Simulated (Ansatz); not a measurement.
`OCC=S` → `[CH2]` (triplet) + `OC=S`  (formal loss of a carbene)

Isolated molecules relaxed with PBE0-D4/def2-TZVP in Ansatz; ΔE leaves out vibrations. CBS: MP2 limit from def2 TZ/QZ plus the TZ coupled-cluster correction, frozen cores. This one scheme is used for every species. Functionals use def2-TZVPP. B3LYP here is the variant with VWN-RPA as its local correlation; programs differ in this. HSE06 is defined as in plane-wave codes. Triplets are unrestricted, without spin–orbit coupling. One conformer a species, not always the lowest.

```json
{"level": "LDA (SPW92)", "ΔE (kJ/mol)": "477.4", "difference from CCSD(T)/CBS": "73.6"}
{"level": "PBE-D4", "ΔE (kJ/mol)": "404.9", "difference from CCSD(T)/CBS": "1.1"}
{"level": "revPBE-D4", "ΔE (kJ/mol)": "391.2", "difference from CCSD(T)/CBS": "-12.6"}
{"level": "BLYP-D4", "ΔE (kJ/mol)": "389.8", "difference from CCSD(T)/CBS": "-14.0"}
{"level": "r2SCAN-D4", "ΔE (kJ/mol)": "374.9", "difference from CCSD(T)/CBS": "-28.9"}
{"level": "B97M-V", "ΔE (kJ/mol)": "397.3", "difference from CCSD(T)/CBS": "-6.5"}
{"level": "PBE0-D4", "ΔE (kJ/mol)": "398.4", "difference from CCSD(T)/CBS": "-5.4"}
{"level": "B3LYP-D4", "ΔE (kJ/mol)": "392.0", "difference from CCSD(T)/CBS": "-11.8"}
{"level": "r2SCANh-D4", "ΔE (kJ/mol)": "374.1", "difference from CCSD(T)/CBS": "-29.7"}
{"level": "r2SCAN0-D4", "ΔE (kJ/mol)": "373.4", "difference from CCSD(T)/CBS": "-30.4"}
{"level": "HSE06-D4", "ΔE (kJ/mol)": "398.6", "difference from CCSD(T)/CBS": "-5.2"}
{"level": "BHLYP-D4", "ΔE (kJ/mol)": "383.4", "difference from CCSD(T)/CBS": "-20.4"}
{"level": "CAM-B3LYP-D4", "ΔE (kJ/mol)": "397.6", "difference from CCSD(T)/CBS": "-6.2"}
{"level": "ωB97X-V", "ΔE (kJ/mol)": "411.1", "difference from CCSD(T)/CBS": "7.3"}
{"level": "B2PLYP", "ΔE (kJ/mol)": "389.2", "difference from CCSD(T)/CBS": "-14.6"}
{"level": "PBE-QIDH", "ΔE (kJ/mol)": "397.8", "difference from CCSD(T)/CBS": "-6.0"}
{"level": "PBE", "ΔE (kJ/mol)": "398.5", "difference from CCSD(T)/CBS": "-5.3"}
{"level": "BLYP", "ΔE (kJ/mol)": "375.5", "difference from CCSD(T)/CBS": "-28.3"}
{"level": "r2SCAN", "ΔE (kJ/mol)": "373.3", "difference from CCSD(T)/CBS": "-30.5"}
{"level": "PBE0", "ΔE (kJ/mol)": "393.0", "difference from CCSD(T)/CBS": "-10.8"}
{"level": "r2SCANh", "ΔE (kJ/mol)": "372.5", "difference from CCSD(T)/CBS": "-31.3"}
{"level": "r2SCAN0", "ΔE (kJ/mol)": "371.5", "difference from CCSD(T)/CBS": "-32.3"}
{"level": "HSE06", "ΔE (kJ/mol)": "393.6", "difference from CCSD(T)/CBS": "-10.2"}
{"level": "BHLYP", "ΔE (kJ/mol)": "376.0", "difference from CCSD(T)/CBS": "-27.8"}
{"level": "CAM-B3LYP", "ΔE (kJ/mol)": "392.2", "difference from CCSD(T)/CBS": "-11.6"}
{"level": "LC-ωPBE", "ΔE (kJ/mol)": "388.5", "difference from CCSD(T)/CBS": "-15.3"}
{"level": "RPA@PBE/def2-TZVPP", "ΔE (kJ/mol)": "380.3", "difference from CCSD(T)/CBS": "-23.5"}
{"level": "HF/def2-SVP", "ΔE (kJ/mol)": "261.3", "difference from CCSD(T)/CBS": "-142.5"}
{"level": "MP2/def2-SVP", "ΔE (kJ/mol)": "385.1", "difference from CCSD(T)/CBS": "-18.7"}
{"level": "CCSD/def2-SVP", "ΔE (kJ/mol)": "373.5", "difference from CCSD(T)/CBS": "-30.3"}
{"level": "CCSD(T)/def2-SVP", "ΔE (kJ/mol)": "380.4", "difference from CCSD(T)/CBS": "-23.4"}
{"level": "HF/def2-TZVPP", "ΔE (kJ/mol)": "255.0", "difference from CCSD(T)/CBS": "-148.8"}
{"level": "MP2/def2-TZVPP", "ΔE (kJ/mol)": "401.8", "difference from CCSD(T)/CBS": "-2.0"}
{"level": "CCSD/def2-TZVPP", "ΔE (kJ/mol)": "381.5", "difference from CCSD(T)/CBS": "-22.3"}
{"level": "CCSD(T)/def2-TZVPP", "ΔE (kJ/mol)": "392.0", "difference from CCSD(T)/CBS": "-11.8"}
{"level": "HF/def2-QZVPP", "ΔE (kJ/mol)": "254.7", "difference from CCSD(T)/CBS": "-149.1"}
{"level": "MP2/def2-QZVPP", "ΔE (kJ/mol)": "408.5", "difference from CCSD(T)/CBS": "4.7"}
{"level": "HF/CBS(def2)", "ΔE (kJ/mol)": "254.7", "difference from CCSD(T)/CBS": "-149.1"}
{"level": "MP2/CBS(def2)", "ΔE (kJ/mol)": "413.6", "difference from CCSD(T)/CBS": "9.8"}
{"level": "CCSD/CBS(def2)", "ΔE (kJ/mol)": "393.4", "difference from CCSD(T)/CBS": "-10.4"}
{"level": "CCSD(T)/CBS", "ΔE (kJ/mol)": "403.8", "difference from CCSD(T)/CBS": "0"}
```

Largest T1 diagnostic among the species: 0.018.

In def2-TZVPP, CCSD(T) changes the Hartree–Fock value by +137.1 kJ/mol (the triples alone add +10.5 kJ/mol) and MP2 by +146.8 kJ/mol. At CCSD(T), def2-SVP lies −23.4 kJ/mol from the extrapolated value and def2-TZVPP −11.8 kJ/mol.
